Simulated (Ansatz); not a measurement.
Bulk modulus of some phosphides, arsenides and antimonides, all zinc-blende

Method: HSE06 (PAW; Ansatz, a program for electronic structure). References are measured values corrected to a static lattice. The table is a random draw of 6 from 7 solids with such references.

Values in GPa.

| solid | reference | HSE06 | error (%) |
|---|---|---|---|
| zinc-blende AlAs | 75 | 75.8 | +1.1 |
| zinc-blende GaAs | 76.7 | 72.2 | -5.9 |
| zinc-blende InAs | 58.6 | 58.0 | -1.0 |
| zinc-blende BP | 176 (168–176) | 175 | -0.6 |
| zinc-blende InP | 72 | 69.3 | -3.8 |
| zinc-blende GaP | 89.6 | 87.8 | -2.0 |

Over these 6 solids the mean error is -2.0 %, the mean absolute error 2.4 % (median 1.5 %), and the worst case zinc-blende GaAs at -5.9 %; the value is below the reference in 5 of 6 cases. Over all 7, from unrounded values, the mean error is -2.4 % and the mean absolute error 2.7 % (median 2.0 %).

All these references are brought to a static lattice.

Spin–orbit coupling is left out, also for the solids with elements from indium on (zinc-blende InAs, zinc-blende InP); its size isn't shown.

Brackets give the range of the sources taken for a reference, where it is wide; it can hold other temperatures.

Differences are worked out from the printed values.

Each level is taken at its own relaxed cell. Ansatz's density-functional and Hartree–Fock values are scalar-relativistic unless marked +SOC, with PAW data made under PBE.

Not in this set, of the phosphides, arsenides and antimonides with a reference value in our tables and a result at some level: 4 for a reference at room or unstated temperature. These can be a level's best or worst cases. At least 2 more with a reference value are held back for tests. Solids without a released value at any level aren't counted. Layered and molecular crystals are counted apart.

References as tabulated in Mejia-Rodriguez and Trickey (2018), arXiv:1807.09216; Goldzak et al. (2022), arXiv:2208.04865.
